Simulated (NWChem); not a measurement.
The numbers come from NWChem runs, not from measurements. System: CH2 (+1), charge 1, spin multiplicity 2, at a geometry optimised with UPBE/def2-SVP. The structure started from a generated list of species. Its SCF solution wasn't tested for a lower state. Level: UHF/cc-pVTZ.

The NWChem input:

```
start mol
memory heap 200 mb stack 900 mb global 1100 mb
charge 1
geometry units angstroms nocenter noautoz
  C      0.000000     0.000000     0.092360
  H      1.057177     0.000000    -0.277081
  H     -1.057177     0.000000    -0.277081
  symmetry group C2v
end
basis spherical
  * library cc-pvtz
end
scf
  uhf
  nopen 1
  maxiter 100
  thresh 1e-7
  semidirect memsize 60000000 filesize 0
  # guess.movecs holds the orbitals of an unrestricted PBE0 run
  vectors input guess.movecs output mol.movecs
end
task scf energy
```

Output (cleaned and shortened):

```
             Northwest Computational Chemistry Package (NWChem) 7.3.0
             --------------------------------------------------------

                                NWChem Input Module
                                -------------------

 Scaling coordinates for geometry "geometry" by  1.889725989
 (inverse scale =  0.529177249)

 Turning off AUTOSYM since
 SYMMETRY directive was detected!

                             Geometry "geometry" -> ""
                             -------------------------

 Output coordinates in angstroms (scale by  1.889725989 to convert to a.u.)

  No.       Tag          Charge          X              Y              Z
 ---- ---------------- ---------- -------------- -------------- --------------
    1 C                    6.0000     0.00000000     0.00000000     0.09236000
    2 H                    1.0000     1.05717700     0.00000000    -0.27708100
    3 H                    1.0000    -1.05717700     0.00000000    -0.27708100

 Effective nuclear repulsion energy (a.u.)       5.9206905035

            Nuclear Dipole moment (a.u.)
            ----------------------------
        X                 Y               Z
 ---------------- ---------------- ----------------
     0.0000000000     0.0000000000    -0.0000037795

      Symmetry information
      --------------------

 Group name             C2v
 Group number             16
 Group order               4
 No. of unique centers     2

      Symmetry unique atoms

     1    2


 Summary of "ao basis" -> "" (spherical)
 ------------------------------------------------------------------------------
       Tag                 Description            Shells   Functions and Types
 ---------------- ------------------------------  ------  ---------------------
 *                          cc-pvtz                   on all atoms

 Summary of "ao basis" -> "ao basis" (spherical)
 ------------------------------------------------------------------------------
       Tag                 Description            Shells   Functions and Types
 ---------------- ------------------------------  ------  ---------------------
 C                          cc-pvtz                 10       30   4s3p2d1f
 H                          cc-pvtz                  6       14   3s2p1d

                                 NWChem SCF Module
                                 -----------------

  ao basis        = "ao basis"
  functions       =    58
  atoms           =     3
  alpha electrons =     4
  beta  electrons =     3
  charge          =   1.00
  wavefunction    = UHF
  use symmetry    = T
  symmetry adapt  = T

 Summary of "ao basis" -> "ao basis" (spherical)
 ------------------------------------------------------------------------------
       Tag                 Description            Shells   Functions and Types
 ---------------- ------------------------------  ------  ---------------------
 C                          cc-pvtz                 10       30   4s3p2d1f
 H                          cc-pvtz                  6       14   3s2p1d

      Symmetry analysis of basis
      --------------------------

        a1         23
        a2          7
        b1         17
        b2         11

 Forming initial guess at       0.0s

   Symmetry analysis of molecular orbitals - initial alpha
   -------------------------------------------------------

  Numbering of irreducible representations:

     1 a1          2 a2          3 b1          4 b2

  Orbital symmetries:

     1 a1          2 a1          3 b1          4 a1          5 b2
[...]
   Bfn.  Coefficient  Atom+Function         Bfn.  Coefficient  Atom+Function
  ----- ------------  ---------------      ----- ------------  ---------------
    12      0.479022  1 C  py                 9      0.411762  1 C  py
     6      0.285593  1 C  py

 Vector    6  Occ=0.000000D+00  E=-1.012322D-01  Symmetry=a1
              MO Center=  2.3D-17, -2.4D-19, -2.8D-01, r^2= 4.5D+00
   Bfn.  Coefficient  Atom+Function         Bfn.  Coefficient  Atom+Function
  ----- ------------  ---------------      ----- ------------  ---------------
     4      1.803835  1 C  s                 33     -1.294850  2 H  s
    47     -1.294850  3 H  s                 13     -0.409052  1 C  pz
     2      0.300199  1 C  s                 32     -0.198884  2 H  s
    46     -0.198884  3 H  s

 Vector    7  Occ=0.000000D+00  E=-3.646261D-02  Symmetry=b1
              MO Center= -6.9D-16, -5.7D-33, -6.2D-01, r^2= 5.2D+00
   Bfn.  Coefficient  Atom+Function         Bfn.  Coefficient  Atom+Function
  ----- ------------  ---------------      ----- ------------  ---------------
    33      2.067455  2 H  s                 47     -2.067455  3 H  s
    11     -1.474495  1 C  px                 8     -0.379535  1 C  px
     5     -0.176282  1 C  px

                     UHF Final Beta Molecular Orbital Analysis
                     -----------------------------------------

 Vector    2  Occ=1.000000D+00  E=-1.188353D+00  Symmetry=a1
              MO Center=  2.0D-15, -7.2D-16, -1.2D-01, r^2= 8.9D-01
   Bfn.  Coefficient  Atom+Function         Bfn.  Coefficient  Atom+Function
  ----- ------------  ---------------      ----- ------------  ---------------
     2      0.485670  1 C  s                  4      0.191515  1 C  s

 Vector    3  Occ=1.000000D+00  E=-9.777194D-01  Symmetry=b1
              MO Center= -2.3D-15, -3.8D-17, -8.2D-02, r^2= 1.1D+00
   Bfn.  Coefficient  Atom+Function         Bfn.  Coefficient  Atom+Function
  ----- ------------  ---------------      ----- ------------  ---------------
     8      0.329144  1 C  px                 5      0.267657  1 C  px
    32      0.215908  2 H  s                 46     -0.215908  3 H  s

 Vector    4  Occ=0.000000D+00  E=-2.762575D-01  Symmetry=b2
              MO Center= -7.5D-16, -4.5D-15,  5.5D-02, r^2= 1.5D+00
   Bfn.  Coefficient  Atom+Function         Bfn.  Coefficient  Atom+Function
  ----- ------------  ---------------      ----- ------------  ---------------
    12      0.520575  1 C  py                 9      0.377322  1 C  py
     6      0.273927  1 C  py

 Vector    5  Occ=0.000000D+00  E=-2.389536D-01  Symmetry=a1
              MO Center= -3.0D-15,  5.4D-15,  3.0D-01, r^2= 1.6D+00
   Bfn.  Coefficient  Atom+Function         Bfn.  Coefficient  Atom+Function
  ----- ------------  ---------------      ----- ------------  ---------------
    13      0.501952  1 C  pz                 4      0.375030  1 C  s
    10      0.288668  1 C  pz                 7      0.241801  1 C  pz
     2      0.151973  1 C  s

 Vector    6  Occ=0.000000D+00  E=-8.952761D-02  Symmetry=a1
              MO Center= -6.6D-16,  6.3D-16, -2.5D-01, r^2= 4.6D+00
   Bfn.  Coefficient  Atom+Function         Bfn.  Coefficient  Atom+Function
  ----- ------------  ---------------      ----- ------------  ---------------
     4      1.923279  1 C  s                 33     -1.350709  2 H  s
    47     -1.350709  3 H  s                 13     -0.464666  1 C  pz
     2      0.291993  1 C  s                 32     -0.197134  2 H  s
    46     -0.197134  3 H  s

 center of mass
 --------------
 x =   0.00000000 y =   0.00000000 z =   0.07413230

 moments of inertia (a.u.)
 ------------------
           0.841145215550           0.000000000000           0.000000000000
           0.000000000000           8.885814712742           0.000000000000
           0.000000000000           0.000000000000           8.044669497192

  Mulliken analysis of the total density
  --------------------------------------

    Atom       Charge   Shell Charges
 -----------   ------   -------------------------------------------------------
    1 C    6     5.58   1.95  0.96  0.20  0.34  0.63  1.14  0.32  0.01  0.02  0.00
    2 H    1     0.71   0.23  0.42  0.02  0.01  0.03  0.00
    3 H    1     0.71   0.23  0.42  0.02  0.01  0.03  0.00

  Mulliken analysis of the alpha density
  --------------------------------------

    Atom       Charge   Shell Charges
 -----------   ------   -------------------------------------------------------
    1 C    6     3.30   0.98  0.52  0.11  0.18  0.46  0.82  0.23  0.00  0.01  0.00
    2 H    1     0.35   0.11  0.20  0.01  0.01  0.02  0.00
    3 H    1     0.35   0.11  0.20  0.01  0.01  0.02  0.00

   Mulliken analysis of the beta density
   -------------------------------------

    Atom       Charge   Shell Charges
 -----------   ------   -------------------------------------------------------
    1 C    6     2.27   0.98  0.43  0.09  0.17  0.18  0.32  0.09  0.00  0.01  0.00
    2 H    1     0.36   0.12  0.22  0.01  0.00  0.01  0.00
    3 H    1     0.36   0.12  0.22  0.01  0.00  0.01  0.00

   Mulliken analysis of the spin density
   -------------------------------------

    Atom       Charge   Shell Charges
 -----------   ------   -------------------------------------------------------
    1 C    6     1.03  -0.00  0.09  0.02  0.01  0.28  0.50  0.14 -0.00 -0.00 -0.00
    2 H    1    -0.02  -0.01 -0.02 -0.01  0.00  0.01  0.00
    3 H    1    -0.02  -0.01 -0.02 -0.01  0.00  0.01  0.00

       Multipole analysis of the density wrt the origin
       ------------------------------------------------

     L   x y z        total         alpha         beta         nuclear
     -   - - -        -----         -----         ----         -------
     0   0 0 0      1.000000     -4.000000     -3.000000      8.000000

     1   1 0 0      0.000000      0.000000      0.000000      0.000000
     1   0 1 0      0.000000     -0.000000      0.000000      0.000000
     1   0 0 1     -0.200381     -0.399668      0.199291     -0.000004

     2   2 0 0     -1.545115     -4.955369     -4.571954      7.982209
     2   1 1 0      0.000000      0.000000      0.000000      0.000000
     2   1 0 1     -0.000000     -0.000000     -0.000000      0.000000
     2   0 2 0     -3.252675     -1.912547     -1.340128      0.000000
     2   0 1 1     -0.000000     -0.000000     -0.000000      0.000000
     2   0 0 2     -4.161366     -3.460135     -1.432335      0.731104

 Task  times  cpu:        0.2s     wall:        0.2s

 Total times  cpu:        0.2s     wall:        0.2s
```
